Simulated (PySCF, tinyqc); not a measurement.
G0W0 on RHF in the sto-6g basis, for BH, spin multiplicity 1, step by step. The lowest restricted solution is unstable here: a spin-polarised one lies 0.0069 hartree lower (PySCF). One step of it, computed by the program tinyqc.

Problem. G0W0 on Hartree-Fock: LUMO. W(p,q,m) = sqrt2 sum_ia (pq|ia) (X+Y)_ia,m; Sigma_c(x) = sum_(i,m) W^2/(x - e_i + w_m) + sum_(a,m) W^2/(x - e_a - w_m); solve x = e_p + Sigma_c(x) by Newton steps; Z = 1/(1 - dSigma/dx); 1 hartree = 27.211386 eV.

orbital energies (hartree): [-7.463218, -0.489032, -0.246170, 0.254329, 0.254329, 0.443824]

Two-electron integrals over orbitals (pq|rs), unique and non-zero (hartree):
```
(11|11) 2.903989    (21|11) -0.270219   (21|21) 0.041032    (22|11) 0.620346
(22|21) -0.008894   (22|22) 0.489551    (31|11) -0.181717   (31|21) 0.025489
(31|22) -0.014263   (31|31) 0.026471    (32|11) 0.140864    (32|21) -0.009044
(32|22) -0.033365   (32|31) 0.005215    (32|32) 0.113623    (33|11) 0.612175
(33|21) -0.010778   (33|22) 0.437225    (33|31) 0.003126    (33|32) 0.030464
(33|33) 0.492653    (41|41) 0.021974    (42|41) 0.022333    (42|42) 0.076758
(43|41) 0.014923    (43|42) 0.044008    (43|43) 0.045274    (44|11) 0.743129
(44|21) -0.009415   (44|22) 0.464617    (44|31) -0.005795   (44|32) 0.074198
(44|33) 0.457056    (44|44) 0.587109    (51|51) 0.021974    (52|51) 0.022333
(52|52) 0.076758    (53|51) 0.014923    (53|52) 0.044008    (53|53) 0.045274
(54|54) 0.031641    (55|11) 0.743129    (55|21) -0.009415   (55|22) 0.464617
(55|31) -0.005795   (55|32) 0.074198    (55|33) 0.457056    (55|44) 0.523827
(55|55) 0.587109    (61|11) -0.112888   (61|21) 0.019974    (61|22) 0.005300
(61|31) 0.000431    (61|32) -0.015646   (61|33) -0.015513   (61|44) -0.003581
(61|55) -0.003581   (61|61) 0.023257    (62|11) 0.168317    (62|21) -0.003113
(62|22) 0.044060    (62|31) -0.012929   (62|32) 0.037649    (62|33) -0.008820
(62|44) 0.089577    (62|55) 0.089577    (62|61) 0.010482    (62|62) 0.104474
(63|11) -0.144605   (63|21) 0.003320    (63|22) 0.008577    (63|31) -0.005159
(63|32) -0.101355   (63|33) -0.040221   (63|44) -0.078883   (63|55) -0.078883
(63|61) 0.009389    (63|62) -0.061841   (63|63) 0.119771    (64|41) 0.008665
(64|42) 0.030927    (64|43) 0.001823    (64|64) 0.027810    (65|51) 0.008665
(65|52) 0.030927    (65|53) 0.001823    (65|65) 0.027810    (66|11) 0.624633
(66|21) -0.006273   (66|22) 0.502594    (66|31) -0.014088   (66|32) -0.059993
(66|33) 0.461797    (66|44) 0.448843    (66|55) 0.448843    (66|61) 0.008441
(66|62) 0.014902    (66|63) 0.034209    (66|66) 0.554936
```

excitation energies w (hartree): [0.562356, 0.562356, 0.855467, 0.897058, 0.897058, 1.155231, 7.761435, 7.761435, 7.953441]

X + Y, order 1>4, 1>5, 1>6, 2>4, 2>5, 2>6, 3>4, 3>5, 3>6:
```
[[0.000004, -0.004095, 0.000000, 0.000030, -0.011590, 0.000000, 0.000000, 0.997160, 0.000000],
 [-0.004095, -0.000004, 0.000000, -0.011590, -0.000030, 0.000000, 0.997160, 0.000000, 0.000000],
 [0.000000, 0.000000, -0.005942, 0.000000, 0.000000, -0.003198, 0.000000, 0.000000, 0.997076],
 [0.000249, -0.258346, 0.000000, -0.002326, 0.887023, 0.000000, 0.000000, 0.001115, 0.000000],
 [-0.258346, -0.000249, 0.000000, 0.887023, 0.002326, 0.000000, 0.001115, 0.000000, 0.000000],
 [0.000000, 0.000000, 0.367646, 0.000000, 0.000000, 0.841078, 0.000000, 0.000000, 0.000628],
 [-0.000886, 0.919274, 0.000000, -0.000440, 0.167836, 0.000000, 0.000000, 0.000499, 0.000000],
 [0.919274, 0.000886, 0.000000, 0.167836, 0.000440, 0.000000, 0.000499, 0.000000, 0.000000],
 [0.000000, 0.000000, 0.840590, 0.000000, 0.000000, -0.272092, 0.000000, 0.000000, 0.000412]]
```

Give: The 12 largest terms at x = e_p; Newton steps; quasiparticle energy of the LUMO; Hartree-Fock value.

Solution.

The 12 largest terms at x = e_p (hartree; W for the signs of X + Y given):
```
q  m        W       term
4  6   0.1369    -0.0162
2  5   0.1064     0.0069
3  5   0.0657     0.0031
4  3  -0.0472    -0.0026
3  2   0.0427     0.0017
6  5   0.0391    -0.0014
2  2   0.0290     0.0006
2  8   0.0316   1.18e-04
1  5   0.0312   1.13e-04
6  2  -0.0090  -1.07e-04
1  8   0.0310   6.22e-05
3  8   0.0211   5.41e-05
```

Newton steps (hartree):
```
step       x  Sigma_c(x)       Z
0     0.2543     -0.0077  0.9736
1     0.2469     -0.0075  0.9738
2     0.2469     -0.0075  0.9738
```

quasiparticle energy of the LUMO = 6.7178 eV

Hartree-Fock value = 6.9206 eV
